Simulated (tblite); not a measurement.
C₅H₁₂N (charge +1).
Atom-mapped SMILES: `[CH3:1][C@@H:2]1[CH2:3][CH2:4][NH2+:5][CH2:6]1` (hydrogens: H7, H8, H9 on C1; H10 on C2; H11, H12 on C3; H13, H14 on C4; H15, H16 on N5; H17, H18 on C6)

Computed with GFN2-xTB (tblite), gas phase: Langevin dynamics at 300 K from the optimised GFN2-xTB geometry, time step 0.5 fs, friction 0.01 fs⁻¹, 2000 steps.

Start geometry:
```
atom  x, y, z in Å
C1      1.964   -0.134    0.269
C2      0.694   -0.264   -0.565
C3     -0.060    1.082   -0.678
C4     -1.471    0.805   -0.168
N5     -1.266   -0.312    0.789
C6     -0.323   -1.218    0.085
H7      2.641    0.577   -0.195
H8      1.750    0.211    1.278
H9      2.481   -1.089    0.332
H10     0.967   -0.638   -1.552
H11     0.431    1.835   -0.062
H12    -0.078    1.454   -1.698
H13    -1.934    1.663    0.317
H14    -2.121    0.456   -0.971
H15    -0.811    0.050    1.634
H16    -2.137   -0.776    1.064
H17     0.142   -1.918    0.777
H18    -0.878   -1.778   -0.669
```

The statistics below take the 31 frames saved every 25 fs from 250 to 1000 fs; their kinetic temperature (all 3N coordinates) averages 284 K.

Question: How do the bond lengths spread?

Answer: 
```csv
bond,start (Å),mean (Å),standard deviation (Å),shortest (Å),longest (Å)
C1–C2,1.525,1.524,0.030,1.459,1.583
C2–C3,1.547,1.552,0.032,1.479,1.605
C3–C4,1.526,1.523,0.033,1.451,1.583
C4–N5,1.485,1.496,0.037,1.419,1.579
N5–C6,1.485,1.491,0.035,1.433,1.564
C2–C6,1.538,1.542,0.025,1.496,1.584
C1–H7,1.086,1.092,0.032,1.011,1.160
C1–H8,1.088,1.092,0.031,1.020,1.158
C1–H9,1.087,1.090,0.025,1.045,1.130
C2–H10,1.090,1.089,0.022,1.052,1.131
C3–H11,1.090,1.092,0.029,1.045,1.183
C3–H12,1.087,1.094,0.041,1.010,1.171
C4–H13,1.089,1.096,0.039,1.034,1.196
C4–H14,1.091,1.093,0.034,1.021,1.204
N5–H15,1.026,1.029,0.024,0.976,1.085
N5–H16,1.024,1.026,0.028,0.974,1.089
C6–H17,1.089,1.089,0.024,1.040,1.134
C6–H18,1.091,1.099,0.037,1.028,1.162
```

Question: Give the same statistics for bond angles, one of each kind among heavy atoms.

Answer: 
```csv
angle,start (°),mean (°),standard deviation (°),smallest (°),largest (°)
C1–C2–C3,111.8,112.8,3.6,106.8,120.7
C1–C2–C6,111.9,111.1,3.1,104.7,117.5
C3–C2–C6,104.4,103.3,2.3,97.8,107.9
C2–C3–C4,105.6,106.1,2.6,101.2,112.2
C3–C4–N5,102.9,103.8,2.4,99.0,108.1
C4–N5–C6,103.9,104.0,2.4,99.7,109.4
C2–C6–N5,104.0,103.2,2.5,98.1,110.6
```

Question: How far does each atom move about its mean position (frames aligned on the start, all atoms weighted alike), and what rms force does it feel?

Answer: 
```tsv
atom	rms displacement (Å)	rms force (eV/Å)
C1	0.12	2.02
C2	0.06	1.90
C3	0.12	2.16
C4	0.11	2.43
N5	0.09	2.20
C6	0.10	1.91
H7	0.20	1.13
H8	0.29	1.12
H9	0.30	0.86
H10	0.17	0.85
H11	0.29	0.98
H12	0.29	1.38
H13	0.29	1.29
H14	0.25	1.18
H15	0.20	0.97
H16	0.14	1.15
H17	0.20	0.93
H18	0.18	1.25
```

The displacements run from 0.06 to 0.30 Å.

Question: How widely does the potential energy scatter, against a harmonic estimate?

Answer: Mean 0.63 eV above the start, standard deviation 0.115 eV, range 0.42 to 0.94 eV. For 48 classical harmonic modes at 300 K the canonical values are 48kT/2 = 0.62 eV and kT·√(48/2) = 0.127 eV.

The run is classical and short, so these are rough statistics of one trajectory.

The cost below is that of the whole dynamics run. Time: 9.3 s of wall time; peak memory 0.18 GiB. Hardware: one thread, Arm Neoverse V1 (aarch64), on a shared host.
